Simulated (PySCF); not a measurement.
# BH3 (borane): levels of theory compared

Wanted: a comparison of 5 runs (HF/def2-SVP, B3LYP/6-31G*, BP86/cc-pVDZ, PBE0/def2-SVP, CCSD/aug-cc-pVDZ) of BH3 (borane). The job is set up through a Python script.

The calculation is run with PySCF 2.14.0.

## 1. The structure to begin with

The species is BH3 (4 atoms), meant as a singlet with charge 0. SMILES: `B`. Geometry: relaxed at PBE0-D4/def2-TZVP.

Bond lengths: B1–H2 1.193 Å, B1–H3 1.193 Å, B1–H4 1.193 Å. Angles: H2–B1–H3 120.0°, H2–B1–H4 120.0°, H3–B1–H4 120.0°.

## 2. Energy and gradient at HF/def2-SVP (run 1)

File run.py:

```python
import pyscf.grad
from pyscf import gto

mol = gto.Mole()
mol.atom = '''
B    0.013900  -0.015100  -0.005100
H    0.982200   0.381700   0.568800
H   -0.276200  -1.171800   0.043000
H   -0.664400   0.744900  -0.626900
'''
mol.spin = 0
mol.max_memory = 1860
mol.basis = 'def2-svp'
mol.verbose = 4
mol.build()

mf = mol.RHF()
mf.conv_tol = 1e-10
mf.kernel()
if not mf.converged:
    mf = mf.newton().run(mf.mo_coeff, mf.mo_occ)

etot = mf.e_tot
print('Final energy', etot)
grad = mf.Gradients().kernel()
mf.analyze()
```

On the command line:

```sh
$ OMP_NUM_THREADS=1 python run.py
```

The log of the run:

```text
PySCF version 2.14.0

[... 55 lines left out ...]
Final energy -26.370444561617
[... 15 lines left out ...]
Two-electron Coulomb Energy =           20.076466578077945
[... 6 lines left out ...]
MO #4   energy= -0.498106175224266 occ= 2
[... 4 lines left out ...]
MO #9   energy= 0.319743914517575  occ= 0
[... 4 lines left out ...]
MO #14  energy= 0.883189015272055  occ= 0
[... 4 lines left out ...]
MO #19  energy= 1.57416580218408   occ= 0
[... 4 lines left out ...]
MO #24  energy= 2.12836480951552   occ= 0
[... 4 lines left out ...]
MO #29  energy= 2.95945529420666   occ= 0
[... 36 lines left out ...]
Dipole moment(X, Y, Z, Debye):  0.00008, -0.00004, -0.00020
```

Wall time 1.6 s (1 thread of Intel Xeon at 2.70GHz, shared host); peak memory 0.12 GiB.

## 3. Energy and forces at B3LYP/6-31G(d) (spherical functions) (run 2)

File calc.py:

```python
from pyscf import gto, dft

mol = gto.Mole()
mol.atom = [
    ('B', (0.013900, -0.015100, -0.005100)),
    ('H', (0.982200, 0.381700, 0.568800)),
    ('H', (-0.276200, -1.171800, 0.043000)),
    ('H', (-0.664400, 0.744900, -0.626900)),
]
mol.basis = '6-31g*'
mol.max_memory = 1860
mol.spin = 0
mol.verbose = 4
mol.charge = 0
mol.build()

mf = dft.RKS(mol, xc='b3lyp')
mf.grids.level = 5
mf.conv_tol = 1e-10
mf.kernel()
if not mf.converged:
    mf = mf.newton().run(mf.mo_coeff, mf.mo_occ)

energy = mf.e_tot
print('E(%s) = %.9f' % ('B3LYP', energy))
grad = mf.nuc_grad_method().kernel()
mf.analyze()
```

On the command line:

```sh
$ OMP_NUM_THREADS=1 python calc.py
```

The log of the run:

```text
PySCF version 2.14.0

[... 79 lines left out ...]
Nuclear Repulsion Energy =               7.418838238281515
[... 3 lines left out ...]
DFT Exchange-Correlation Energy =       -5.152832856694774
[... 5 lines left out ...]
MO #4   energy= -0.351557376188707 occ= 2
[... 3 lines left out ...]
MO #8   energy= 0.180112077884019  occ= 0
[... 3 lines left out ...]
MO #12  energy= 0.47713443064469   occ= 0
[... 3 lines left out ...]
MO #16  energy= 1.25287701213952   occ= 0
[... 3 lines left out ...]
MO #20  energy= 1.75016095509427   occ= 0
[... 27 lines left out ...]
Dipole moment(X, Y, Z, Debye):  0.00007, -0.00003, -0.00017
```

Wall time 4.5 s (1 thread of Intel Xeon at 2.70GHz, shared host); peak memory 0.28 GiB.

Runs 3 to 4 aren't shown in full; the table further down has their settings and results.

## 4. The energy at CCSD/aug-cc-pVDZ (run 5)

File run.py:

```python
# B
from pyscf import gto, scf, cc

mol = gto.Mole()
mol.atom = '''
B    0.013900  -0.015100  -0.005100
H    0.982200   0.381700   0.568800
H   -0.276200  -1.171800   0.043000
H   -0.664400   0.744900  -0.626900
'''
mol.verbose = 4
mol.max_memory = 1860
mol.basis = 'aug-cc-pvdz'
mol.charge = 0
mol.build()

calc0 = scf.RHF(mol)
calc0.conv_tol = 1e-10
calc0.kernel()
if not calc0.converged:
    calc0 = calc0.newton().run(calc0.mo_coeff, calc0.mo_occ)

mycc = cc.CCSD(calc0, frozen=1)
mycc.kernel()
energy = mycc.e_tot
print('E(%s) = %.9f' % ('CCSD', energy))
dip = calc0.dip_moment()
pop, q = calc0.mulliken_pop()
```

On the command line:

```sh
$ OMP_NUM_THREADS=1 python run.py
```

The log of the run:

```text
PySCF version 2.14.0

[... 54 lines left out ...]
converged SCF energy = -26.3913058454652
[... 12 lines left out ...]
Init t2, MP2 energy = -26.4866407126341  E_corr(MP2) -0.0953348671689765
[... 9 lines left out ...]
CCSD converged
[... 2 lines left out ...]
Dipole moment(X, Y, Z, Debye):  0.00007, -0.00003, -0.00017
[... 55 lines left out ...]
charge of    3H =      0.23790
```

It took 2 s on 1 thread of Intel Xeon at 2.70GHz, shared host; peak memory 0.13 GiB.

## 5. All runs side by side

```
run                               level  integration grid      task  energy (Eh)  dipole moment (D) of the reference  HOMO energy (eV)  LUMO energy (eV)  wall time
  1                         HF/def2-SVP                 –  gradient   -26.370445                                0.00            -13.55              1.86      1.6 s
  2  B3LYP/6-31G* (spherical functions)                 5  gradient   -26.612408                                0.00             -9.57             -1.78      4.5 s
  3                        BP86/cc-pVDZ                 5  gradient   -26.592999                                0.00             -8.47             -2.97      5.4 s
  4                       PBE0/def2-SVP                 5  gradient   -26.534978                                0.00             -9.88             -1.87        6 s
  5                    CCSD/aug-cc-pVDZ                 –    energy   -26.510770                                0.00            -13.51              0.88        2 s
```

## 6. Results

```
                                         quantity         value
                              run 5: total energy  -26.51077 Eh
      run 5: dipole moment (Hartree–Fock density)        0.00 D
       run 5: HOMO energy (Hartree–Fock orbitals)     -13.51 eV
       run 5: LUMO energy (Hartree–Fock orbitals)       0.88 eV
     run 5: HOMO–LUMO gap (Hartree–Fock orbitals)      14.39 eV
run 5: correlation energy (1 core orbital frozen)    -119.5 mEh
                             run 5: T1 diagnostic         0.005
```

**Reading.** Over runs 1, 2, 3, 4 the HOMO–LUMO gap runs from 5.50 eV (BP86/cc-pVDZ) to 15.42 eV (HF/def2-SVP). The two ends differ in method and basis. Totals of different functionals can't be ranked against each other. All runs together took 20 s, the longest 6 s.
